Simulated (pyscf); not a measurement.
Single points on ωB97X-D3(BJ)/def2-SVP structures (PySCF, gas phase).

### Question
How much does it cost (ΔH, 298 K, ωB97M-D3(BJ)/def2-TZVP) to split F–Ta(F)(F)(F)–Cl at its Cl–Ta bond into [F–Ta(F)(F)–F]• + Cl•?

### Answer
Cl–Ta to [F–Ta(F)(F)–F]• + Cl•: 4.18 eV. The 7 functionals that were run give +4.08 (M06-2X) to +4.47 eV (ωB97X-D3(BJ)). The radicals are drawn with the spin at the cut bond; how far it spreads was not checked. Left out: the spin-orbit lowering of Cl. Open-shell species with a d-block atom are single-reference here; other states, and whether the spin sits on metal or ligand, were not checked. Elements past Kr carry the def2 core potentials, without spin-orbit coupling.
